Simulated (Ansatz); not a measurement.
Cost and result up the ladder for the cluster Mg3H3 (6 atoms). Total charge 0; doublet. Geometry: PBE-D4/def2-TZVP.

| atom | x (Å) | y (Å) | z (Å) |
| --- | --- | --- | --- |
| Mg1 | -1.2082 | -0.3302 | -1.3706 |
| Mg2 | -0.1362 | -1.3416 | 1.2304 |
| Mg3 | 1.2909 | 1.2035 | 0.5836 |
| H4 | 2.0076 | 2.6820 | 0.0352 |
| H5 | -1.6971 | 0.4047 | -2.8610 |
| H6 | -0.2570 | -2.6183 | 2.3825 |

Ansatz on 4 threads of Arm Neoverse V2 on a shared host. Times are rough, and most runs start from the orbitals of an earlier one. r2SCAN0-D4/def2-TZVP serves as the yardstick here, not as an exact answer. Binding counts from free atoms at the same level (Mg singlet, H doublet; other spins of the atoms weren't run), without zero-point energy or a counterpoise term.

Correlated methods freeze 3 core orbitals; core or outer-core shells of Mg are correlated, in sets that lack core-valence functions. Another isomer (doublet) lies 0.92 eV lower at PBE0-D4/def2-TZVP; other spin states weren't run for this one.

Correlated methods converge slowly with the basis.

```csv
level,functions,wall time,binding energy per atom (eV),difference from r2SCAN0-D4/def2-TZVP (eV),remarks
PBE-D4/def2-TZVP (with forces),114,1.1 s,1.12,-0.07,–
PBE0-D4/def2-TZVP,114,1.2 s,1.13,-0.07,–
BLYP-D4/def2-TZVP,114,1.2 s,1.09,-0.10,–
r2SCAN-D4/def2-TZVP,114,2.7 s,1.21,0.02,–
r2SCAN0-D4/def2-TZVP,114,2.9 s,1.19,0.00,–
CCSD(T)/def2-TZVPP,138,72 s,1.06,-0.13,spin-contaminated (⟨S²⟩ 0.86)
```
